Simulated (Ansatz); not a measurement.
Results of revPBE in Ansatz (plane waves, PAW) for cubic perovskite SrTiO3 (cubic form, which distorts at low temperature).

Numerical settings: plane-wave cutoff 520 eV, 10×10×10 k mesh, Fermi–Dirac smearing 0.01 eV, no spin polarisation, scalar-relativistic PAW data made under PBE.

Computed points:

```csv
V (Å³/atom),E − E_lowest (meV/atom),P (GPa)
11.695,24.97,11.33
11.944,10.68,7.14
12.193,2.57,3.37
12.442,0.00,0.00
12.691,2.40,-3.03
12.940,9.26,-5.75
13.189,20.12,-8.19
```

Task: Estimate the bulk modulus from the pressures at 12.193 and 12.691 Å³/atom, and compare it with a fit to all energies.

Result: B = −V dP/dV. Between V = 12.193 and 12.691 Å³/atom, dP/dV = (-3.03 − (3.37))/(12.691 − 12.193) = -12.9 GPa per Å³/atom; at the midpoint 12.442 Å³/atom this gives B ≈ 160 GPa. The third-order Birch–Murnaghan fit gives V0 = 12.442 Å³/atom, B0 = 160 GPa, B′ = 4.4, which lies within 1 % of that estimate.

Measured, for comparison: bulk modulus 172 GPa (room temperature, not corrected to a static lattice, Murnaghan fit, our sources range from 165 to 179; as tabulated in Guennou et al. (2010), arXiv:0910.0710); equilibrium volume per atom 11.77 Å³/atom (0 K, cubic phase extrapolated to 0 K; as tabulated in Bilc et al. (2008), arXiv:0805.0753). Computed (rounded) less measured: bulk modulus -7 % (-3 % to -11 % over the range), equilibrium volume per atom +5.7 %.

Note: the relaxation could not lower the start's symmetry, so the cell can be a saddle point above a distorted one.

Computed values are for the static lattice.

The result took very roughly 60 core-seconds.

Ansatz is an electronic-structure program.
